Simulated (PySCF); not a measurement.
Compound: tetrahydrothiophen-3-one, C4H6OS.
Bonds: O1–C2 (double), C2–C3, C3–C4, C4–S5, S5–C6, C2–C6. Hydrogens: H7, H8 on C3; H9, H10 on C4; H11, H12 on C6.

Theory: TDDFT CAM-B3LYP/def2-SVPD, vertical, gas phase, core orbitals frozen in the response (PySCF 2.14.0, density-fitted response routines). Geometry: PBE0-D3(BJ)/def2-SVP, one conformer, isolated molecule.

Orbital energies (eV): HOMO-3 -11.63, HOMO-2 -10.90, HOMO-1 -9.08, HOMO -8.12, LUMO 0.19, LUMO+1 1.01, LUMO+2 1.15.

Task: Among the lowest singlets, which states do these configurations lead, and at what energies: HOMO-2→LUMO, HOMO-1→LUMO, HOMO-1→LUMO+2, HOMO→LUMO+2, HOMO-1→LUMO+1?

Result: 

| state | leading configuration | weight | Δε (eV) | E (eV) | E − Δε (eV) | f | other configurations |
| --- | --- | --- | --- | --- | --- | --- | --- |
| S1 | HOMO-1→LUMO | 0.77 | 9.26 | 4.36 | -4.90 | 0.0003 | H→L (16%) |
| S4 | HOMO→LUMO+2 | 0.80 | 9.27 | 6.27 | -3.00 | 0.030 | H→L+3 (12%) |
| S7 | HOMO-1→LUMO+2 | 0.67 | 10.22 | 7.24 | -2.98 | 0.015 | H-1→L+1 (11%) |
| S9 | HOMO-1→LUMO+1 | 0.70 | 10.09 | 7.50 | -2.59 | 0.014 | H-1→L+2 (10%) |
| S10 | HOMO-2→LUMO | 0.92 | 11.09 | 7.76 | -3.33 | 0.0027 | – |

E − Δε runs from -4.90 to -2.59 eV.  Δε is the difference of the two orbital energies.

H and L stand for HOMO and LUMO. The other states: S2 5.22 eV, f 0.0013, H→L (42%), H→L+1 (37%), H-1→L (9%); S3 5.41 eV, f 0.0019, H→L+1 (42%), H→L (41%); S5 6.63 eV, f 0.0075, H→L+3 (79%), H→L+2 (12%); S6 7.09 eV, f 0.043, H→L+4 (85%); S8 7.41 eV, f 0.0006, H→L+5 (43%), H→L+8 (25%), H→L+1 (16%).

Task: Which computed triplets share their leading configuration (75% or more) with a singlet, and how far apart are the partners?

Result: 

```
configuration  triplet  E(T) (eV)  singlet  E(S) (eV)  E(S) − E(T) (eV)
  HOMO-1→LUMO       T1       3.85       S1       4.36             +0.51
```

The 4 triplets are Tamm–Dancoff values, the singlets full response.

Summed over the main configurations (up to three a state, each over 8%) of all 10 singlets, the electron leaves HOMO with weight 5.31, HOMO-1 with weight 2.44 and HOMO-2 with weight 0.92.

All these states lie below the vertical ionisation energy of 9.05 eV (ΔSCF).

Hardware: one thread, Arm Neoverse V1 (shared host). Cost: 1.7 min wall.
